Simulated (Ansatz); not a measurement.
Species: C2H3O (charge 0, doublet). SMILES: [CH2]C=O
Structure (B3LYP-D3(BJ)/def2-TZVP (Ansatz, an electronic-structure program) minimum search):
```xyz
6

O      1.0886     0.2494    -0.4273
C      0.0466     0.3623     0.2203
H     -0.0990     1.2298     0.8885
C     -1.0108    -0.5831     0.1583
H     -1.9128    -0.4520     0.7415
H     -0.9117    -1.4488    -0.4833
```
Charge 0, spin multiplicity 2.

Wanted: atomisation energy, in kcal/mol. Conventions: UHF or UKS for open shells; no dispersion term unless named; atomisation electronic, to ground-state atoms; non-relativistic; no spin-orbit coupling. Ab initio and DFT rows: single points at B3LYP-D3(BJ) geometries (Ansatz). A UHF reference is markedly spin-contaminated in at least one set, which strains HF and MP2.

| species | coefficient | E at HF/STO-3G (Ansatz), Eh | E at PBE/def2-TZVPD (Ansatz), Eh |
|---|---|---|---|
| [CH2]C=O | -1 | -150.33528 | -153.05190 |
| C atom | +2 | -37.19839 | -37.79605 |
| H atom | +3 | -0.46658 | -0.49962 |
| O atom | +1 | -73.80415 | -75.01069 |

 1 Eh = 627.5095 kcal/mol.

**Question.** Work the quantity out at each level.

**Answer.** 
- HF/STO-3G: the sum of coefficient times E is 0.73461 Eh, or 460.97 kcal/mol. Result: 461.0 kcal/mol.
- PBE/def2-TZVPD: the sum of coefficient times E is 0.95025 Eh, or 596.29 kcal/mol. Result: 596.3 kcal/mol.
